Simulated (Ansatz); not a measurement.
We consider zinc-blende BeTe, described by revPBE (plane waves, PAW; Ansatz, an electronic-structure program).

Settings: plane-wave cutoff 520 eV, 10×10×10 k mesh, Fermi–Dirac smearing 0.01 eV, scalar-relativistic PAW data made under PBE.

Equation-of-state points:

```csv
V (Å³/atom),E − E_lowest (meV/atom),P (GPa)
21.814,15.44,3.74
22.278,6.63,2.37
22.742,1.60,1.12
23.207,0.00,0.00
23.671,1.50,-1.02
24.135,5.80,-1.94
24.599,12.64,-2.77
```

Problem. Estimate the bulk modulus from the pressures at 22.742 and 23.671 Å³/atom, and compare it with a fit to all energies.

Solution. B = −V dP/dV. Between V = 22.742 and 23.671 Å³/atom, dP/dV = (-1.02 − (1.12))/(23.671 − 22.742) = -2.30 GPa per Å³/atom; at the midpoint 23.206 Å³/atom this gives B ≈ 53.5 GPa. The third-order Birch–Murnaghan fit gives V0 = 23.206 Å³/atom, B0 = 53.4 GPa, B′ = 4.0, which lies within 1 % of that estimate.

Measured, for comparison: bulk modulus 67 GPa (room temperature, no zero-point or thermal correction; as tabulated in Elmahjoubi et al. (2023), arXiv:2303.01780); equilibrium volume per atom 22.26 Å³/atom (temperature not stated, no zero-point or thermal correction; as tabulated in Bernardini et al. (2000), arXiv:cond-mat/0007180). Computed (rounded) less measured: bulk modulus -20 %, equilibrium volume per atom +4.3 %.

Spin–orbit coupling is not included.

The computed numbers hold no vibrational or temperature effects.
